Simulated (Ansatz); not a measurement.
```yaml
crystal:
  periodic: [false, false, false]
  atoms:
    - {symbol: C, position_ang: [-0.552534, 1.675632, 0.029320]}
    - {symbol: N, position_ang: [-0.697073, 0.140757, 0.388530]}
    - {symbol: C, position_ang: [0.532038, -0.973015, -0.146248]}
    - {symbol: N, position_ang: [0.554889, -2.511424, 0.115588]}
    - {symbol: F, position_ang: [1.789403, -0.298514, -1.018188]}
    - {symbol: H, position_ang: [-1.523596, 2.526474, 0.457026]}
    - {symbol: H, position_ang: [0.489150, 2.193262, -0.683860]}
    - {symbol: H, position_ang: [-0.476902, -2.824549, 0.787958]}
basis:
  gaussian: {orbitals: def2-SVPD}
total_charge: 3
magnetization: {spin_polarized: true, initial_magnetization: 1}
hamiltonian: {xc: {name: LC-wPBE}}
accuracy: high
output: {forces: true}
```

```sh
$ ansatz run in.yaml --threads 2 --pin off --events-out ev --progress --plain --max-ram 4352MiB
```

Output, abridged:

```
Functional definition: LC-wPBE
2746 factors; integrals over basis functions are off by at most 3.2e-9 eV
780 factors; integrals over basis functions are off by at most 2.1e-9 eV
mean field evaluation 1: about -7709.8409 eV, gradient 8.3e1 eV
mean field evaluation 2: about -7332.4372 eV, gradient 2.0e2 eV
mean field evaluation 4: about -7738.1251 eV, gradient 3.7e1 eV
mean field evaluation 8: about -7745.4819 eV, gradient 2.7e0 eV
mean field evaluation 16: about -7746.7547 eV, gradient 2.9e0 eV
mean field evaluation 32: about -7747.4747 eV, gradient 1.2e-1 eV
mean field evaluation 96: about -7747.4076 eV, gradient 2.0e-3 eV
mean field evaluation 128: about -7747.4406 eV, gradient 1.6e-3 eV
mean field -7747.47833458 eV, -284.7145773663 hartree, gradient 2.9e-8 eV, S^2 1.749462; 10 other end points of the search recorded, 0 dependent functions left out
reference -7747.47833458 eV, -284.7145773663 hartree; 18, 17 occupied and 109, 110 virtual orbitals, 2746 factors
Total energy: -7747.47833458 eV, -284.7145773663 hartree
Atom 0 at    -0.552534     1.675632     0.029320 Å, force     1.250969     1.062766    -0.688472 eV/Å
Atom 1 at    -0.697073     0.140757     0.388530 Å, force     1.374495     0.322188    -1.261304 eV/Å
Atom 2 at     0.532038    -0.973015    -0.146248 Å, force     5.731800     3.220542    -3.653643 eV/Å
Atom 3 at     0.554889    -2.511424     0.115588 Å, force    -3.767895     4.621912     1.373442 eV/Å
Atom 4 at     1.789403    -0.298514    -1.018188 Å, force    -6.420498    -3.991849     4.464192 eV/Å
Atom 5 at    -1.523596     2.526474     0.457026 Å, force     2.241949    -2.607418    -0.826423 eV/Å
Atom 6 at     0.489150     2.193262    -0.683860 Å, force    -2.965064    -1.564009     1.921583 eV/Å
Atom 7 at    -0.476902    -2.824549     0.787958 Å, force     2.554244    -1.064131    -1.329374 eV/Å
Dipole moment:    -1.185576     0.171162     0.692034 e Å
```

Q: What is wrong with this run?

A: The charge is far from anything that the molecule holds. Self-consistency was reached. The result belongs to that input, not to the molecule as meant.
